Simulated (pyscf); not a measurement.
HO–GeH(F)–F → F–Ge:–F [singlet] + water (H₂O), a 1,1-elimination (singlet surface; Ge–O, Ge–H broken, H–O formed). Structures and frequencies: ωB97X-D3(BJ)/def2-SVP in PySCF. MP2 and CC: frozen core, UHF for open shells. ΔMP2 is the change of the MP2 total energy from the triple- to the quadruple-zeta basis. Energies in eV from the reactant's lowest minimum found.

Small-basis levels: PySCF, no dispersion term, spherical d functions. AM1 to PM7: differences of heats of formation from MOPAC. 

| level | barrier | reaction energy |
|---|---|---|
| MP2/6-31G*+LANL2DZ | 2.93 | +1.26 |
| SVWN5/6-31G*+LANL2DZ | 2.13 | +1.35 |
| BP86/6-31G*+LANL2DZ | 2.27 | +1.03 |
| B3LYP/3-21G | 2.48 | +2.04 |
| B3LYP/LANL2DZ | 2.39 | +0.85 |
| M06-2X/6-31G*+LANL2DZ | … | +1.40 |
| B3LYP/6-311+G**+LANL2DZ | 2.44 | +0.55 |
| B3LYP/def2-SVP | 2.42 | +0.79 |
| PM6 | 1.82 | +0.43 |
| CCSD(T)/def2-TZVPP + ΔMP2(QZVPP) | … | +0.88 |

Question: Some entries are withheld; supply them.

Answer: 
- M06-2X/6-31G*+LANL2DZ, barrier: 2.92
- CCSD(T)/def2-TZVPP + ΔMP2(QZVPP), barrier: 2.65

Against the last row the barrier runs from -0.83 (PM6) to +0.29 eV (MP2/6-31G*+LANL2DZ). CCSD(T)/def2-TZVPP + ΔMP2(QZVPP) has limits of its own. On the product side the descent ends in an adduct with a Ge–O contact (not fully relaxed), 0.69 eV under the separated species and 2.42 eV under the saddle at ωB97X-D3(BJ)/def2-TZVP. What is counted as broken (Ge–O) persists as a longer contact in the product adduct; parting that adduct is a step of its own. This is the saddle that the search found; another between the same sides may lie lower. The CCSD(T) − MP2 part came from Ansatz, without density fitting, on the same reference. The frozen core leaves the outer d or s,p core shells of the metals and heavy elements correlated in the MP2 and CC values, and def2-TZVPP describes them poorly, which can shift differences by a few kcal/mol. In the def2 sets elements up to Kr have no core potential.
